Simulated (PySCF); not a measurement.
Compound: C4H2N2.
SMILES: `C=C(C#N)C#N`

The closed-shell ground state was solved at several levels (PySCF, density fitting, gas phase, non-relativistic). Isolated species at its PBE0-D3(BJ)/def2-SVP geometry, gas phase.

| level | basis functions | total energy (Eh) | HOMO (eV) | LUMO (eV) | gap (eV) | dipole (D) |
| --- | --- | --- | --- | --- | --- | --- |
| CAM-B3LYP/def2-SVPD | 136 | -262.7402 | -10.33 | -1.91 | 8.42 | 4.48 |
| B3LYP/pcJ-1 | 182 | -263.0729 | -8.79 | -3.18 | 5.61 | 4.35 |
| B97-2/pcSseg-2 | 244 | -263.0562 | -8.77 | -3.08 | 5.69 | 4.39 |

Task: Estimate the row for PBE0/pcSseg-1, a basis of 112 functions; the other rows only guide the guess.

Result: Total energy -262.7188 Eh, HOMO -9.04 eV, LUMO -2.99 eV, gap 6.05 eV, dipole 4.38 D.

Task: Over all these levels, which gives the widest orbital gap and which the narrowest?

Result: CAM-B3LYP/def2-SVPD (range-separated hybrid) has the widest, 8.42 eV, and B3LYP/pcJ-1 (global hybrid, 20 % exact exchange) the narrowest, 5.61 eV. Functional and basis both differ between the two, so the spread mixes both effects.

Task: How far do the dipole and the HOMO energy spread over the levels?

Result: The dipole runs from 4.35 to 4.48 D (mean 4.40 D) and the HOMO from -10.33 to -8.77 eV.
